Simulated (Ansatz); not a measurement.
We consider bcc Nb, described by r²SCAN-D4 in Ansatz (plane waves, PAW).

Numerical settings: plane-wave cutoff 560 eV, 24×24×24 k mesh, Fermi–Dirac smearing 0.05 eV, no spin polarisation, scalar-relativistic PAW data made under PBE.

The volume scan:

```
V (Å³/atom)  E − E_lowest (meV/atom)
-----------  -----------------------
16.856                         38.73
17.215                         16.68
17.573                          4.05
17.932                          0.00
18.291                          3.78
18.649                         14.71
19.008                         32.19
```

**Question.** Estimate the bulk modulus and its pressure derivative from these points.

**Answer.** V0 = 17.932 Å³/atom, B0 = 175 GPa, B′ = 3.6 (fit to the energies at full precision).

Measured, for comparison: bulk modulus 173 GPa (0 K value with the zero-point phonon effect removed; as tabulated in Mejia-Rodriguez and Trickey (2018), arXiv:1807.09216); equilibrium volume per atom 17.87 Å³/atom (static lattice: zero-point anharmonic expansion removed; as tabulated in Mejia-Rodriguez and Trickey (2018), arXiv:1807.09216). Computed (rounded) less measured: bulk modulus +1 %, equilibrium volume per atom +0.3 %.

Computed values are for the static lattice.

Computing time: around 100 core-seconds (rough).

Ansatz is a program for electronic structure.
